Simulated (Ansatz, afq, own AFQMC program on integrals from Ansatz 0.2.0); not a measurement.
## NaC, quartet: AFQMC among the cluster methods

```yaml
atoms:
  - { symbol: C, position_ang: [0.0000, 0.0000, 0.0000] }
  - { symbol: Na, position_ang: [0.0000, 0.0000, 3.0250] }
```

Basis cc-pVDZ. Noble-gas cores (and the filled d shells of Ga–Kr and In–Xe) are frozen. AFQMC by an in-house program on the Cholesky factors that Ansatz 0.2.0 writes for its CCSD(T) run. ph-AFQMC/CISD is guided by a CISD state made of CCSD amplitudes; releasing the constraint for a short imaginary time cuts its bias at the price of noise, slowly where states lie close. Error bars are statistical, one sigma.

Determinant: UHF, the one that the program's search chose, which needn't be the lowest solution. The geometry is a point of a scan.

Full CI on the same integrals is exact in this basis and with this determinant's frozen core.

Cautions: lower spins were not checked; the released energies have errors that jump between times, so the bars are unsure, so no released level is given (meV from the phaseless value at times in 1/Eh: 119 ± 127 at 0.24, -13 ± 3 at 0.51, -17 ± 3 at 0.99, -20.8 ± 2.2 at 1.62, -25 ± 3 at 2.40), though the last usable value meets full CI within the noise; the ph-AFQMC/CISD walk drifts between its halves (2.7 errors).

- T1 diagnostic: 0.0263
- weight of the determinant in the CISD state: 0.937
- ⟨S²⟩ of the determinant: 3.755
- size of the correlated space: 5 electrons in 26 orbitals

Reference: full CI, correlation energy -2.575 eV.

| level | E − E(reference) (meV) | share of correlation (%) |
| --- | --- | --- |
| HF | 2575.1 | 0.00 |
| MP2 | 586.8 | 77.21 |
| CCSD | 82.0 | 96.82 |
| CCSD(T) | 24.0 | 99.07 |
| CCSDT | 5.3 | 99.79 |
| CCSDT(Q) | 0.2 | 99.99 |
| CCSDTQ | 0.0 | 100.00 |
| ph-AFQMC/CISD | 28.9 ± 3.0 | 98.88 |

CCSDT and higher add their correlation energy to the determinant of the CCSD(T) run, since their own runs factorise the integrals more tightly (a shift of under 2 meV). A walk keeps the symmetry of its determinant, which the program's search chose and which needn't be the lowest solution, so a lower state of the same spin and another symmetry isn't excluded.
